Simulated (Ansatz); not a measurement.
# TlAs2: from a trial structure to a relaxed crystal

These are results of Ansatz 0.2.0, DFT PBE, scalar-relativistic, plane waves, PAW, not measurements. Cutoff 420 eV, Γ-centred k mesh, Gaussian smearing, no spin polarisation in the final step.

The start puts TlAs2 on the Cu2Sb structure type (P4/nmm, No. 129), with Tl in place of Sb, As in place of Cu, at a guessed volume.

```yaml
crystal:
  lattice:
    - [4.40914, 0.00000, 0.00000]
    - [0.00000, 4.40914, 0.00000]
    - [0.00000, 0.00000, 6.72747]
  atoms:
    - { symbol: Tl, position: [0.00000, 0.50000, 0.70000] }
    - { symbol: Tl, position: [0.50000, 0.00000, 0.30000] }
    - { symbol: As, position: [0.00000, 0.00000, 0.00000] }
    - { symbol: As, position: [0.50000, 0.50000, 0.00000] }
    - { symbol: As, position: [0.00000, 0.50000, 0.27000] }
    - { symbol: As, position: [0.50000, 0.00000, 0.73000] }
```

Cell and atoms relax at zero pressure; the relaxation can't lower the symmetry of the start. After a coarse first stage the cell is made exact in the group found at 0.06 Å.

Formation energies are uncorrected and refer to the elements' standard structures at the same level.

(1) What does it relax into?

(2) What are its volume, energy, density and gap?

## Answers

(1) It keeps P4/nmm (No. 129), but not the shape of the type it started on. Conventional cell: a = 5.016 Å, c = 6.881 Å. Tl is coordinated by 5 As at 3.23–3.37 Å and 5 As at 3.65–3.77 Å; As on Wyckoff site a (2 atoms of the primitive cell) is coordinated by 4 As at 2.69 Å, 4 Tl at 3.37 Å and 4 As at 3.55 Å; As on Wyckoff site c (2 atoms of the primitive cell) is coordinated by 4 As at 2.69 Å.

```xyz
6
Lattice="5.0164 0.0000 0.0000 0.0000 5.0164 0.0000 0.0000 0.0000 6.8809" Properties=species:S:1:pos:R:3 pbc="T T T"
Tl    0.0000    2.5082    4.6320
Tl    2.5082    0.0000    2.2489
As    0.0000    0.0000    0.0000
As    2.5082    2.5082    0.0000
As    0.0000    2.5082    0.9816
As    2.5082    0.0000    5.8993
```

(2) The volume per atom is 28.86 Å³, the density is 6.79 g/cm³ and the energy over the elements is 0.12 eV/atom. The gap on the 8×8×6 mesh is 0 eV (a metal).

The final run used a 8×8×6 mesh on its 6-atom cell and 0.10 eV smearing. The k mesh leaves about 4 meV/atom of noise in metals. Spin–orbit coupling is left out. A structure relaxed within its symmetry needn't be a true minimum.

Cost: 3 runs of about 2.3 core-minutes in all, on AMD EPYC 9R45 (Zen 5) (shared hosts).